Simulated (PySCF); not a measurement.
**BP−: bond curves at several levels of theory**

One table from this session's results is given with a row withheld; the runs are named, their logs left out.

Computed with PySCF 2.14.0. Level: B def2-TZVPPD, P def2-TZVPPD, no relativity.

2 further runs of the same task are left out: 2 set aside as unsound or not needed.

Set-up of the first run:

The job is set up so:

- atoms: B, P
- charge: -1
- basis: B def2-TZVPPD, P def2-TZVPPD
- Hamiltonian: no relativity
- basis functions: 85
- electrons treated: 21
- masses in u: 11.0093, 30.9738
- levels: PBE0, PBE, r²SCAN, BP86, PBEsol, B2PLYP, revPBE, r²SCAN0, ωB97X, MP2, SCS-MP2, CCSD, CCSD(T)
- grid: 80 radial by 434 angular points
- occupations: held fixed by the projection of orbital angular momentum
- dissociation limit: B + P−, each in its ground configuration
- starting distance in angstrom: 1.980
- values of 2S to try: 1, 3

Run with:

```bash
$ OMP_NUM_THREADS=2 python dia.py task.json out
```

Steps of the session up to this table: Input; First curve: PBE0; Other states along the same grid; PBE; r²SCAN (meta-GGA); BP86; PBEsol (GGA); B2PLYP (double hybrid); revPBE; r²SCAN0 (hybrid meta-GGA); ωB97X; Adding correlation.

One table of the session follows, with a row left open; its other results are not shown here.

It belongs to the step «The curves together». Energy (eV) from each level's lowest point:

```
R (Å)  ROHF-MP2  ROHF-SCS-MP2  ROHF-CCSD  ROHF-CCSD(T)    PBE
1.458     1.501         1.496        n/a           n/a  1.466
1.526     0.707         0.704      0.665         0.729  0.688
1.593     0.247         0.245      0.219         0.260  0.238
1.644     0.069         0.067      0.054         0.074  0.065
1.695     0.000         0.000      0.000         0.000  0.000
1.746     0.017         0.019      0.034         0.013  0.021
1.814     0.142         0.144      0.184         0.133  0.149
1.898         ?             ?          ?             ?      ?
2.000     0.845         0.843      0.944         0.815  0.845
2.136     1.560         1.535        n/a           n/a  1.479
```

**Question.** Estimate the row for R (Å) = 1.898.

Worked estimate for «ROHF-MP2». A straight line through the neighbours (1.814, 0.142) and (2.000, 0.845) gives 0.142 + (0.845 − 0.142) × (1.898 − 1.814) / (2.000 − 1.814) = 0.459; a parabola fitted to 4 rows on both sides gives 0.418.

As computed: ROHF-MP2: 0.411; ROHF-SCS-MP2: 0.414; ROHF-CCSD: 0.485; ROHF-CCSD(T): 0.397; PBE: 0.421. In «ROHF-MP2» the line misses by +0.048 and the parabola by +0.007.
